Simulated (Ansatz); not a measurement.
Calculated with Ansatz (gas phase, PBE0-D4/def2-TZVP geometries, no zero-point term in ΔE). CBS: MP2 limit from def2 TZ/QZ plus the TZ coupled-cluster correction, frozen cores. This one scheme is used for every species. Functionals use def2-TZVPP. Each species was taken in one conformer, which may not be the lowest.

Reaction (substitution at a C–S bond): `CSC(C)(F)F` + CH₃OH → `COC(C)(F)F` + CH₃SH

| level | ΔE (kcal/mol) |
| --- | --- |
| ωB97X-V | -7.4 |
| PBE0 | -6.8 |
| HF/def2-TZVPP | -11.8 |
| MP2/def2-TZVPP | -6.2 |
| SCS-MP2/def2-TZVPP | -6.9 |
| MP2/def2-QZVPP | -5.1 |
| HF/CBS(def2) | -11.6 |
| CCSD/CBS(def2) | -6.5 |

What does CCSD(T)/CBS give? (An estimate is asked.)

Computed: -5.8 kcal/mol. The listed levels differ from it by -1.6, -1.0, -6.0, -0.4, -1.1, 0.7, -5.8, -0.7 kcal/mol.

Largest T1 diagnostic among the species: 0.011.

From PBE to PBE0 (25 % exact exchange), in def2-TZVPP and without D4, ΔE moves by −1.5 kcal/mol. The D4 term adds +1.0 kcal/mol with B3LYP and +0.5 kcal/mol with PBE0; it sums over pairs of atoms, weighted by their polarisabilities, and B3LYP, whose exchange is more repulsive, gets the larger term. In def2-TZVPP, CCSD(T) changes the Hartree–Fock value by +4.2 kcal/mol (the triples alone add +0.7 kcal/mol) and MP2 by +5.6 kcal/mol.

CCSD(T)/CBS has its own doubt, a few kJ/mol and more with outer-core shells, so smaller differences from it don't rank the levels.

B3LYP here is the variant with VWN-RPA as its local correlation; programs differ in this.
